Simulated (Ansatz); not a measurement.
Results of PBE-D4 in Ansatz (PAW) for rock-salt ZrC.

Numerical settings: plane-wave cutoff 520 eV, 20×20×20 k mesh, Fermi–Dirac smearing 0.05 eV, scalar-relativistic PAW data made under PBE.

Cell (relaxed at this level):

```cif
data_C4Zr4
_chemical_formula_sum 'Zr4 C4'
_space_group_name_H-M_alt 'Fm-3m'
_space_group_IT_number 225
_space_group_name_Hall '-F 4 2 3'
_cell_length_a 4.68529
_cell_length_b 4.68529
_cell_length_c 4.68529
_cell_angle_alpha 90.000
_cell_angle_beta 90.000
_cell_angle_gamma 90.000
loop_
_atom_site_label
_atom_site_type_symbol
_atom_site_symmetry_multiplicity
_atom_site_Wyckoff_symbol
_atom_site_fract_x
_atom_site_fract_y
_atom_site_fract_z
_atom_site_occupancy
Zr1 Zr 4 a 0.00000 0.00000 0.00000 1
C1 C 4 b 0.50000 0.50000 0.50000 1
```
(The calculation used a cell of 2 atoms; values per cell refer to that cell.)

**Question.** Estimate the bulk modulus and pressure derivative B′ of the bulk modulus that the calculation returns.

**Answer.** 
- bulk modulus = 228 GPa
- pressure derivative B′ of the bulk modulus = 4.0

The run finds no gap.

Measured, for comparison: bulk modulus 223 GPa (temperature not stated, no zero-point or thermal correction, from single-crystal elastic constants, our sources range from 208 to 223; as tabulated in arXiv:1102.4063). Computed (rounded) less measured: bulk modulus +2 % (+2 % to +10 % over the range). A static lattice is as a rule a little smaller and stiffer than an uncorrected measurement, which narrows the difference in the bulk modulus and would widen misses of the other sign.

The computed numbers hold no vibrational or temperature effects.

Cost on a shared machine: roughly 60 core-seconds.

Ansatz is an electronic-structure program.
